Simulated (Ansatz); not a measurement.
The cluster Al₃. Total charge 0; doublet. Geometry PBE0-D4/def2-TZVP; atoms count from 1.

```xyz
3

Al    0.390   -1.394    0.080
Al    0.658    0.986    0.835
Al   -1.049    0.408   -0.915
```

The structure comes from a short search, and lower isomers may exist.

Question: Estimate the Mulliken populations from the PBE0/def2-TZVP orbitals of Ansatz.

Answer: 
```json
{"atom": "Al1", "charge (e)": "0.00", "spin (α − β)": "0.33"}
{"atom": "Al2", "charge (e)": "0.00", "spin (α − β)": "0.33"}
{"atom": "Al3", "charge (e)": "0.00", "spin (α − β)": "0.33"}
```
Mulliken values depend strongly on the basis.

Question: Where does the spin sit?

Answer: Summed by element: Al 1.00, of 1 unpaired in all. Largest on single atoms: Al1 0.33, Al2 0.33, Al3 0.33.

Question: And the Mayer bond orders between heavy atoms (over 0.3)?

Answer: Al1–Al2 1.11 (2.51 Å); Al1–Al3 1.11 (2.51 Å); Al2–Al3 1.11 (2.51 Å).
